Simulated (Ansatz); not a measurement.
**bcc Fe**

These are r²SCAN (Ansatz, a first-principles code, plane waves, PAW) values and carry that method's errors.

Run with plane-wave cutoff 500 eV, 14×22×1 k mesh (along the axes of the cell as run), Fermi–Dirac smearing 0.1 eV, scalar-relativistic PAW data made under PBE.

Cell: relaxed at this level.

```
Property                              Value
--------------------------------  ---------
surface energy of the (211) face  2.57 J/m²
work function of the (211) face     4.07 eV
```

The slab of 12 atoms is relaxed and unreconstructed.

Computing time: around 4 core-hours (rough).
